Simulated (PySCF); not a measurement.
Gas-phase XPS of `C=PCC#N`, computed

Species: C3H4NP.
Bonds: C1–P2 (double), P2–C3, C3–C4, C4–N5 (triple). Hydrogens: H6, H7 on C1; H8, H9 on C3.

Computed, not measured: delta-SCF UKS SCAN, pcX-2 on the ionised atom, pcseg-1 elsewhere, spin-free X2C (PySCF). Each binding energy is the total energy of the core-ionised species, with the hole localised on one atom, minus that of the ground state; both are solved self-consistently, so orbital relaxation is included.

Question: List the computed XPS lines with their assignment.

Answer: 
```tsv
atom(s)	bonded to	level	binding energy (eV)	2p1/2 (eV)	above the level's lowest (eV)	count
P2	C (double bond) and C	P 2p3/2	137.05	137.94	0.00	1
C1	2 H and P (double bond)	C 1s	290.73	–	0.00	1
C3	C, 2 H and P	C 1s	292.13	–	+1.40	1
C4	N (triple bond) and C	C 1s	292.26	–	+1.53	1
N5	C (triple bond)	N 1s	404.88	–	0.00	1
P2	C (double bond) and C	P 1s	2150.58	–	0.00	1
```

Lowest listed C 1s: C1, bonded to 2 H and P (double bond). Highest, 1.53 eV above it: C4, bonded to N (triple bond) and C. The widest gap between neighbouring values is 1.40 eV, between 290.73 and 292.13 eV.

Question: Which photon energy gives electrons from C 1s of C3 a kinetic energy of 50 eV, and what is their de Broglie wavelength?

Answer: hν = 292.13 + 50 = 342.13 eV, recoil neglected; λ = 12.264 Å/√(E/eV) = 1.73 Å.

Question: What is the longest wavelength that can ionise C 1s of C3 vertically?

Answer: λ = hc/E = 12398.42 eV Å / 292.13 eV = 42.441 Å.

For 2p shells one spin-free hole was relaxed; a mean-field spin–orbit operator and the ground-state splitting of the three 2p orbitals were then diagonalised within the shell. The shell's mean is (2 × 2p3/2 + 2p1/2)/3, and the degeneracies 2j + 1 give areas of 2:1. 2p1/2 minus 2p3/2 (ligand field included): P 0.89 eV. One conformer (not necessarily the lowest) at the GFN2-xTB geometry, without solvent, vibrations or thermal averaging.

The values belong to the conformer `[CH2:1]=[P:2][CH2:3][C:4]#[N:5]`: C1–P2–C3–C4 -40°.
